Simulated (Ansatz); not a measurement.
A Si7N8O2 cell: a random packing after short dynamics, relaxed.

```
CELL_PARAMETERS angstrom
5.43122 -0.38257 -0.48110
-0.42279 6.93926 0.11590
-0.49051 0.13285 5.57722
ATOMIC_POSITIONS crystal
Si 0.82424 0.46960 0.96268
Si 0.38183 0.42264 0.53064
Si 0.56536 0.05451 0.82337
Si 0.45553 0.03470 0.34008
Si 0.08241 0.85058 0.00860
Si 0.06636 0.63984 0.51350
Si 0.97160 0.21186 0.19273
N 0.97211 0.66406 0.80220
N 0.49184 0.90112 0.59751
N 0.05545 0.81288 0.29793
N 0.57802 0.32475 0.78317
N 0.25985 0.21629 0.36257
N 0.52858 0.53819 0.29122
N 0.38480 0.96581 0.03705
N 0.75098 0.54436 0.26588
O 0.89332 0.04742 0.95081
O 0.74182 0.16046 0.34088
```

Computed with DFT PBE, scalar-relativistic, plane waves, PAW (Ansatz).

Plane waves to 420 eV, a k mesh through Γ of 4×4×4 on the computed 17-atom cell and Gaussian smearing (0.02 eV); no spin polarisation.

Problem. Describe its local order.

Solution. Counting as bonded all pairs within 1.2 times the summed covalent radii:

```tsv
atom → neighbour	mean count	mean length (Å)	spread (Å)
N → N	0.25	1.24	0.00
N → Si	2.38	1.77	0.10
O → Si	2.50	1.74	0.08
Si → N	2.71	1.77	0.10
Si → O	0.71	1.74	0.08
Si → Si	0.57	2.37	0.06
```

Angles between all pairs of such bonds at an atom (mean ± spread): 121 ± 9° at N, 124 ± 16° at O, 109 ± 12° at Si.

Problem. Does it have a gap?

Solution. It has a gap on the mesh of 1.30 eV. Levels at Γ next to the Fermi level (eV from it): -2.86, -2.67, -2.04, -1.83, -1.36, -1.13, 0.80, 2.13, 2.58, 2.96, 3.62, 3.88. It lies 0.71 eV/atom below the elements' standard states (static lattices, no corrections for gases).

Cost: 2 runs of about 12 core-minutes in all (earlier runs that led there not counted), on Intel Xeon Processor @ 2.50GHz (Skylake/Cascade Lake) (shared hosts).